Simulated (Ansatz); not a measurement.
**AlH4 (doublet): the correlation ladder at distance Al1–H4 along a hydrogen transfer = 1.685 Å, cc-pVTZ**

Aim: climb from Hartree-Fock through coupled cluster and multireference methods for AlH4 (doublet) at one geometry and basis, and see what each rung misses.

Computed with Ansatz 0.2.0, Gaussian basis. Level: cc-pVTZ, core rule «outside noble gas», up to 5 orbitals frozen.

Plan: UHF; CCSD(T) on ROHF; CCSD(T) on UHF; BCCD(T) on ROHF; CCSDT(Q) on ROHF; CCSDT(Q) on UHF; CASSCF and MRCISD+Q, 3 electrons in 3 orbitals; CASSCF and NEVPT2, 3 electrons in 3 orbitals; CASSCF and MRCISD+Q, 7 electrons in 8 orbitals; CASSCF and NEVPT4(SD), 7 electrons in 8 orbitals; CASSCF and NEVPT2, 7 electrons in 8 orbitals.

3 further runs of the same task are left out: 3 for a known fault of the program.

### Step 1. The system

The geometry derives from fragments relaxed apart (PBE0/def2-TZVP) and kept rigid, so it is no stationary point. A hydrogen atom is moved between rigid fragments.

5 atoms, charge 0, spin multiplicity 2.

Atoms are counted from 1 here; the program's logs count them from 0.

Bond lengths: Al1–H2 1.586 Å, Al1–H3 1.586 Å, Al1–H4 1.685 Å. Angles: H2–Al1–H3 120.0°, H2–Al1–H4 120.0°, H3–Al1–H4 120.0°.

### Step 2. UHF

File in.yaml:

```yaml
crystal:
  periodic: [false, false, false]
  atoms:
    - {symbol: Al, position_ang: [-0.101503, 0.000000, 0.000000]}
    - {symbol: H, position_ang: [-0.894427, 1.373384, 0.000000]}
    - {symbol: H, position_ang: [-0.894427, -1.373384, 0.000000]}
    - {symbol: H, position_ang: [1.583497, 0.000000, 0.000000]}
    - {symbol: H, position_ang: [2.922497, 0.000000, 0.000000]}
basis:
  gaussian: {orbitals: cc-pVTZ}
magnetization: {spin_polarized: true, initial_magnetization: 1}
hamiltonian: {xc: hf}
output: {orbitals: {seedname: orbitals}}
```

Launch:

```console
$ ansatz run in.yaml --threads 1 --pin off --events-out ev --progress --plain --max-ram 2816MiB --backend cpu
```

The runs that follow: CCSD(T) on ROHF; CCSD(T) on UHF; BCCD(T) on ROHF; CCSDT(Q) on ROHF; CCSDT(Q) on UHF; CASSCF and MRCISD+Q, 3 electrons in 3 orbitals; CASSCF and NEVPT2, 3 electrons in 3 orbitals; CASSCF and MRCISD+Q, 7 electrons in 8 orbitals; CASSCF and NEVPT4(SD), 7 electrons in 8 orbitals; CASSCF and NEVPT2, 7 electrons in 8 orbitals.

Before running them: what should the planned runs give, taken together? Wanted: UCCSDT(Q) below the RHF energy; RMP2 from UCCSDT(Q); UMP2 from UCCSDT(Q); RCCSD from UCCSDT(Q); RCCSD(T) from UCCSDT(Q); UCCSD(T) from UCCSDT(Q); RCCSDT(Q) from UCCSDT(Q); NEVPT2 pair from UCCSDT(Q); MRCISD+Q pair from UCCSDT(Q).

The runs gave:

| quantity | value |
| --- | --- |
| UCCSDT(Q) below the RHF energy | -3.6225 eV |
| RMP2 from UCCSDT(Q) | +814.2 meV |
| UMP2 from UCCSDT(Q) | +800.6 meV |
| RCCSD from UCCSDT(Q) | +77.0 meV |
| RCCSD(T) from UCCSDT(Q) | +18.1 meV |
| UCCSD(T) from UCCSDT(Q) | +17.9 meV |
| RCCSDT(Q) from UCCSDT(Q) | +0.2 meV |
| NEVPT2 pair from UCCSDT(Q) | +802.6 meV |
| MRCISD+Q pair from UCCSDT(Q) | +0.4 meV |
| NEVPT2 valence from UCCSDT(Q) | +709.6 meV |
| levels within 1 kcal/mol (43 meV) | RCCSD(T), UCCSD(T), BCCD(T), RCCSDT, UCCSDT, RCCSDT(Q), MRCISD+Q pair, MRCISD+Q valence |
| T1 diagnostic | 0.028 |
| effectively unpaired electrons | 1.02 |

RCCSD(T) lands +18.1 meV from the yardstick (0.5 % of the correlation energy). One determinant dominates. Of the multireference levels listed MRCISD+Q pair comes nearest in total energy (+0.4 meV), which doesn't show that its space is the better one. These misses are within one basis, not against nature; the frozen cores of restricted and unrestricted runs differ, which can shift their rows.
